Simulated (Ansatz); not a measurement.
# AlBH₂ (triplet): from Hartree-Fock to the top rungs at distance Al2–H4 = 1.751 Å, 6-31G

How much of the correlation energy of AlBH₂ (triplet) does each wave-function method recover here?

Computed with Ansatz 0.2.0, Gaussian basis. Level: 6-31G, core rule «outside noble gas», up to 6 orbitals frozen.

The runs, in order: UHF; CCSD(T) on ROHF; CCSD(T) on UHF; BCCD(T) on ROHF; CISD; CCSDT(Q) on ROHF; CCSDT(Q) on UHF; CASSCF and MRCISD+Q, 4 electrons in 4 orbitals; CASSCF and NEVPT2, 4 electrons in 4 orbitals; CASSCF and MRCISD+Q, 8 electrons in 10 orbitals; CASSCF and NEVPT2, 8 electrons in 10 orbitals; Full CI.

29 further runs of the same task are left out: 2 for a mislabelled method, 21 that didn't finish, 6 set aside as unsound or not needed.

### 1 The geometry

The geometry derives from a PBE0/def2-TZVP stationary point (not a proven minimum). One bond is set to the value named and the two fragments are kept rigid.

4 atoms, charge 0, spin multiplicity 3.

Atoms are counted from 1 here; the program's logs count them from 0.

Bond lengths: B1–Al2 2.079 Å, Al2–H3 1.585 Å, Al2–H4 1.751 Å. Angles: B1–Al2–H3 117.0°, B1–Al2–H4 117.0°, H3–Al2–H4 125.9°.

### 2 UHF

in.yaml reads:

```yaml
crystal:
  periodic: [false, false, false]
  atoms:
    - {symbol: B, position_ang: [0.000000, -0.003752, 1.553035]}
    - {symbol: Al, position_ang: [0.000000, -0.003752, -0.526293]}
    - {symbol: H, position_ang: [0.000000, -1.415079, -1.246800]}
    - {symbol: H, position_ang: [0.000000, 1.555774, -1.322458]}
basis:
  gaussian: {orbitals: 6-31G}
magnetization: {spin_polarized: true, initial_magnetization: 2}
hamiltonian: {xc: hf}
output: {orbitals: {seedname: orbitals}}
```

Launch:

```console
> ansatz run in.yaml --threads 1 --pin off --events-out ev --progress --plain --max-ram 2393MiB
```

After this run come: CCSD(T) on ROHF; CCSD(T) on UHF; BCCD(T) on ROHF; CISD; CCSDT(Q) on ROHF; CCSDT(Q) on UHF; CASSCF and MRCISD+Q, 4 electrons in 4 orbitals; CASSCF and NEVPT2, 4 electrons in 4 orbitals; CASSCF and MRCISD+Q, 8 electrons in 10 orbitals; CASSCF and NEVPT2, 8 electrons in 10 orbitals; Full CI.

Q: Predict the results of all the runs planned. Wanted: FCI below the RHF energy; RMP2 from FCI; UMP2 from FCI; RCCSD from FCI; RCCSD(T) from FCI; UCCSD(T) from FCI; RCCSDT(Q) from FCI; UCCSDT(Q) from FCI; NEVPT2 pair from FCI.

The runs gave:

| quantity | value |
| --- | --- |
| FCI below the RHF energy | -2.4238 eV |
| RMP2 from FCI | +82.1 kJ/mol |
| UMP2 from FCI | +81.7 kJ/mol |
| RCCSD from FCI | +8.6 kJ/mol |
| RCCSD(T) from FCI | +3.3 kJ/mol |
| UCCSD(T) from FCI | +3.3 kJ/mol |
| RCCSDT(Q) from FCI | +0.1 kJ/mol |
| UCCSDT(Q) from FCI | +0.1 kJ/mol |
| NEVPT2 pair from FCI | +70.6 kJ/mol |
| MRCISD+Q pair from FCI | +1.6 kJ/mol |
| NEVPT2 valence from FCI | +17.8 kJ/mol |
| levels within 1 kcal/mol (43 meV) | RCCSD(T), UCCSD(T), BCCD(T), RCCSDT, UCCSDT, RCCSDT(Q), UCCSDT(Q), MRCISD+Q pair, MRCISD valence, MRCISD+Q valence |
| T1 diagnostic | 0.032 |
| effectively unpaired electrons | 2.05 |

RCCSD(T) misses by +3.3 kJ/mol, 1.4 % of the correlation energy. One determinant dominates. Of the multireference levels listed MRCISD+Q valence comes nearest in total energy (+1.0 kJ/mol), which doesn't show that its space is the better one. These misses are within one basis, not against nature; the frozen cores of restricted and unrestricted runs differ, which can shift their rows.
